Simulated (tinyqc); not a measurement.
Worked calculation: UHF in the sto-6g basis, for CH, spin multiplicity 4. One step of it, computed by the program tinyqc.

Task: Iteration 1: building the Fock matrix. J_ij = sum D_kl (ij|kl) with D = D(alpha) + D(beta), K_ij = sum D_kl (ik|jl) for each spin; F = H + J - K(s); E = tr D H + tr D J / 2 - 0.5 sum_s tr D(s) K(s) + E_nn.

D(alpha) at the start:
```
            1C 1s      1C 2s    1C 2px    1C 2py     1C 2pz      2H 1s
1C 1s    1.528796  -0.368238  0.000000  0.000000   0.003043  -0.011484
1C 2s   -0.368238   1.516324  0.000000  0.000000  -0.012386   0.054897
1C 2px   0.000000   0.000000  0.470304  0.000000   0.000000   0.000000
1C 2py   0.000000   0.000000  0.000000  0.470304   0.000000   0.000000
1C 2pz   0.003043  -0.012386  0.000000  0.000000   0.455123   0.044361
2H 1s   -0.011484   0.054897  0.000000  0.000000   0.044361   0.696499
```

D(beta) at the start:
```
            1C 1s      1C 2s    1C 2px    1C 2py     1C 2pz      2H 1s
1C 1s    0.611519  -0.147295  0.000000  0.000000   0.001217  -0.004594
1C 2s   -0.147295   0.606529  0.000000  0.000000  -0.004955   0.021959
1C 2px   0.000000   0.000000  0.188122  0.000000   0.000000   0.000000
1C 2py   0.000000   0.000000  0.000000  0.188122   0.000000   0.000000
1C 2pz   0.001217  -0.004955  0.000000  0.000000   0.182049   0.017744
2H 1s   -0.004594   0.021959  0.000000  0.000000   0.017744   0.278600
```

core Hamiltonian H = T + V (hartree):
```
             1C 1s      1C 2s     1C 2px     1C 2py     1C 2pz      2H 1s
1C 1s   -18.242922  -4.185057   0.000000   0.000000  -0.006990  -0.250111
1C 2s    -4.185057  -4.971019   0.000000   0.000000  -0.076695  -0.777452
1C 2px    0.000000   0.000000  -3.970165   0.000000   0.000000   0.000000
1C 2py    0.000000   0.000000   0.000000  -3.970165   0.000000   0.000000
1C 2pz   -0.006990  -0.076695   0.000000   0.000000  -4.011559  -0.779629
2H 1s    -0.250111  -0.777452   0.000000   0.000000  -0.779629  -2.290027
```

Two-electron integrals (ij|kl) in chemists' order, unique and non-zero (hartree):
```
(11|11) 3.543743   (21|11) 0.529462   (21|21) 0.100317   (22|11) 0.853596
(22|21) 0.199930   (22|22) 0.624844   (31|31) 0.021271   (32|31) 0.031868
(32|32) 0.138108   (33|11) 0.853598   (33|21) 0.199930   (33|22) 0.624843
(33|33) 0.673218   (41|41) 0.021271   (42|41) 0.031868   (42|42) 0.138108
(43|43) 0.036281   (44|11) 0.853598   (44|21) 0.199930   (44|22) 0.624843
(44|33) 0.600655   (44|44) 0.673218   (51|51) 0.021271   (52|51) 0.031868
(52|52) 0.138108   (53|53) 0.036281   (54|54) 0.036281   (55|11) 0.853598
(55|21) 0.199930   (55|22) 0.624843   (55|33) 0.600655   (55|44) 0.600655
(55|55) 0.673218   (61|11) 0.032767   (61|21) 0.005992   (61|22) 0.011804
(61|33) 0.011762   (61|44) 0.011762   (61|51) 0.000395   (61|52) 0.000779
(61|55) 0.011888   (61|61) 0.000368   (62|11) 0.108376   (62|21) 0.025924
(62|22) 0.093279   (62|33) 0.090899   (62|44) 0.090899   (62|51) 0.002585
(62|52) 0.019439   (62|55) 0.098041   (62|61) 0.001609   (62|62) 0.021650
(63|31) 0.002320   (63|32) 0.013007   (63|53) 0.003486   (63|63) 0.002125
(64|41) 0.002320   (64|42) 0.013007   (64|54) 0.003486   (64|64) 0.002125
(65|11) 0.107321   (65|21) 0.025953   (65|22) 0.098303   (65|33) 0.093848
(65|44) 0.093848   (65|51) 0.004425   (65|52) 0.031012   (65|55) 0.107215
(65|61) 0.001665   (65|62) 0.026834   (65|65) 0.034753   (66|11) 0.303129
(66|21) 0.073700   (66|22) 0.300418   (66|33) 0.288551   (66|44) 0.288551
(66|51) 0.006880   (66|52) 0.072503   (66|55) 0.324151   (66|61) 0.004582
(66|62) 0.100554   (66|65) 0.135621   (66|66) 0.774999
```

nuclear repulsion = 1.82160830 hartree

Give: Coulomb J; exchange K(alpha); exchange K(beta); F(alpha); F(beta); total energy of this density.

Result:

Coulomb J (hartree):
```
          1C 1s   1C 2s  1C 2px  1C 2py  1C 2pz   2H 1s
1C 1s   10.8433  1.9238  0.0000  0.0000  0.0067  0.1170
1C 2s    1.9238  4.4873  0.0000  0.0000  0.0730  0.6894
1C 2px   0.0000  0.0000  4.4754  0.0000  0.0000  0.0000
1C 2py   0.0000  0.0000  0.0000  4.4754  0.0000  0.0000
1C 2pz   0.0067  0.0730  0.0000  0.0000  4.5113  0.7431
2H 1s    0.1170  0.6894  0.0000  0.0000  0.7431  2.5825
```

exchange K(alpha) (hartree):
```
         1C 1s   1C 2s  1C 2px  1C 2py  1C 2pz   2H 1s
1C 1s   5.2097  0.8078  0.0000  0.0000  0.0019  0.0557
1C 2s   0.8078  1.1728  0.0000  0.0000  0.0218  0.2529
1C 2px  0.0000  0.0000  0.5718  0.0000  0.0000  0.0000
1C 2py  0.0000  0.0000  0.0000  0.5718  0.0000  0.0000
1C 2pz  0.0019  0.0218  0.0000  0.0000  0.5960  0.1951
2H 1s   0.0557  0.2529  0.0000  0.0000  0.1951  0.6121
```

exchange K(beta) (hartree):
```
         1C 1s   1C 2s  1C 2px  1C 2py  1C 2pz   2H 1s
1C 1s   2.0839  0.3231  0.0000  0.0000  0.0008  0.0223
1C 2s   0.3231  0.4691  0.0000  0.0000  0.0087  0.1012
1C 2px  0.0000  0.0000  0.2287  0.0000  0.0000  0.0000
1C 2py  0.0000  0.0000  0.0000  0.2287  0.0000  0.0000
1C 2pz  0.0008  0.0087  0.0000  0.0000  0.2384  0.0780
2H 1s   0.0223  0.1012  0.0000  0.0000  0.0780  0.2448
```

F(alpha) (hartree):
```
           1C 1s    1C 2s   1C 2px   1C 2py   1C 2pz    2H 1s
1C 1s   -12.6093  -3.0691   0.0000   0.0000  -0.0022  -0.1888
1C 2s    -3.0691  -1.6565   0.0000   0.0000  -0.0255  -0.3410
1C 2px    0.0000   0.0000  -0.0666   0.0000   0.0000   0.0000
1C 2py    0.0000   0.0000   0.0000  -0.0666   0.0000   0.0000
1C 2pz   -0.0022  -0.0255   0.0000   0.0000  -0.0963  -0.2316
2H 1s    -0.1888  -0.3410   0.0000   0.0000  -0.2316  -0.3197
```

F(beta) (hartree):
```
          1C 1s    1C 2s  1C 2px  1C 2py   1C 2pz    2H 1s
1C 1s   -9.4835  -2.5844  0.0000  0.0000  -0.0010  -0.1554
1C 2s   -2.5844  -0.9528  0.0000  0.0000  -0.0124  -0.1892
1C 2px   0.0000   0.0000  0.2765  0.0000   0.0000   0.0000
1C 2py   0.0000   0.0000  0.0000  0.2765   0.0000   0.0000
1C 2pz  -0.0010  -0.0124  0.0000  0.0000   0.2613  -0.1146
2H 1s   -0.1554  -0.1892  0.0000  0.0000  -0.1146   0.0476
```

total energy of this density = -38.617706 hartree

This density is the starting one; it is not idempotent, so its energy is not variational and may lie below the converged one.
